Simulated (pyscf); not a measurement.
Substitution at Si: `[SiH3][Si]([SiH3])[SiH3]` [doublet] + `[SiH3][SiH3]` → `[SiH3][Si]([SiH3])([SiH3])[SiH3]` + `[SiH3]` [doublet]

Gas phase, doublet surface, charge 0. Bonds broken: Si14–Si15. Bonds formed: Si1–Si14. Structures and frequencies: ωB97X-D3(BJ)/def2-SVP in PySCF.

Transition state (Å):

```xyz
21

Si    -0.6985    -0.0467     1.3358
Si     0.7862    -0.1163     3.1238
Si    -1.9930    -1.9742     1.2142
Si    -2.0109     1.8722     1.3793
H      1.6600    -1.3215     3.0021
H      1.6474     1.1038     3.1070
H      0.0661    -0.1766     4.4309
H     -2.8582    -2.1295     2.4216
H     -2.8658    -1.9152     0.0036
H     -1.1030    -3.1687     1.1055
H     -2.8840     1.9087     0.1681
H     -1.1320     3.0798     1.3731
H     -2.8765     1.9157     2.5956
Si     0.6564     0.0484    -0.7294
Si     2.0217     0.1445    -2.8110
H      1.3157    -1.2628    -0.4140
H      1.3040     1.3336    -0.3020
H     -0.5730     0.0800    -1.5905
H      3.4704     0.1355    -2.4482
H      1.6950     1.3978    -3.5547
H      1.7062    -1.0431    -3.6598
```

One imaginary mode, 482i cm⁻¹; descent along it reached the two sides named.

```tsv
bond	change	reactant side (Å)	saddle	product side
Si14–Si15	breaks	2.340	2.491	3.5
Si1–Si14	forms	3.4	2.472	2.333
```

Electronic energies relative to the separated reactants (kcal/mol):

```csv
level,barrier,reaction energy,reverse barrier
ωB97X-D3(BJ)/def2-TZVP,8.9,+5.6,3.3
PBE/def2-TZVP,5.9,+5.4,0.5
r²SCAN/def2-TZVP,7.0,+4.5,2.5
B3LYP-D3(BJ)/def2-TZVP,8.2,+4.0,4.2
PBE0-D3(BJ)/def2-TZVP,5.3,+3.5,1.8
M06-2X/def2-TZVP,11.1,+3.9,7.2
ωB97M-D3(BJ)/def2-TZVP,11.0,+4.5,6.4
HF/def2-TZVP,32.9,+5.7,27.2
```

With ωB97M-D3(BJ)/def2-TZVP energies and thermal terms (ideal gas, 1 atm, RRHO with modes under 100 cm⁻¹ raised to 100, one conformer, R ln 2 for chiral ones without a mode under 150 cm⁻¹), in kcal/mol:

```
T (K)   ΔH‡   ΔG‡    ΔH    ΔG
-----  ----  ----  ----  ----
298    10.4  21.2  +3.9  +4.8
600    11.3  31.8  +4.2  +5.5
900    12.1  41.9  +4.3  +6.2
1200   12.8  51.7  +4.4  +6.8
```

This is the saddle that the search found; another between the same sides may lie lower. The angle at the attacked Si is 180°.
